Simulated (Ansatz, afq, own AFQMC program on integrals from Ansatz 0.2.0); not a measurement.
**Where AFQMC and coupled cluster stand for H₂O⁺, doublet**

```xyz
3

O     0.0000   -0.0621   -0.0036
H     0.0000    0.4700   -0.7603
H     0.0000    0.5153    0.8175
```

Basis 6-31G. Only valence electrons are correlated. AFQMC by an in-house program on the Cholesky factors that Ansatz 0.2.0 writes for its CCSD(T) run. The CISD trial takes its coefficients from CCSD amplitudes. Released means that phaseless walkers are propagated on without the constraint, phases kept. Uncertainties: one standard error, sampling alone.

Determinant: UHF, the one that the program's search chose, which needn't be the lowest solution. The geometry is a point of a scan.

Full CI on the same integrals is exact in this basis and with this determinant's frozen core.

* T1 diagnostic: 0.0076
* weight of the determinant in the CISD state: 0.966
* ⟨S²⟩ of the determinant: 0.755
* size of the correlated space: 7 electrons in 12 orbitals

Reference: full CI, correlation energy -2.791 eV. The released energy is read at 1.62 1/Eh, later times being too noisy (meV from the phaseless value at times in 1/Eh: 1.5 ± 0.6 at 0.24, 1.3 ± 0.6 at 0.51, 1.2 ± 0.6 at 0.99, -0.3 ± 1.9 at 1.62, -110 ± 111 at 2.40).

```tsv
level	E − E(reference) (kcal/mol)	share of correlation (%)
HF	64.36	0.00
MP2	8.03	87.53
CCSD	0.62	99.04
CCSD(T)	0.19	99.71
CCSDT	0.11	99.83
CCSDT(Q)	0.01	99.99
CCSDTQ	0.00	100.00
ph-AFQMC/CISD	-0.02 ± 0.02	100.03
released AFQMC	-0.03 ± 0.04	100.05
```

CCSDT and higher add their correlation energy to the determinant of the CCSD(T) run, since their own runs factorise the integrals more tightly (a shift of under 2 meV). A walk keeps the symmetry of its determinant, which the program's search chose and which needn't be the lowest solution, so a lower state of the same spin and another symmetry isn't excluded. Released energies are given only where the last usable release times agree within the noise; a slower fall can still hide under it.
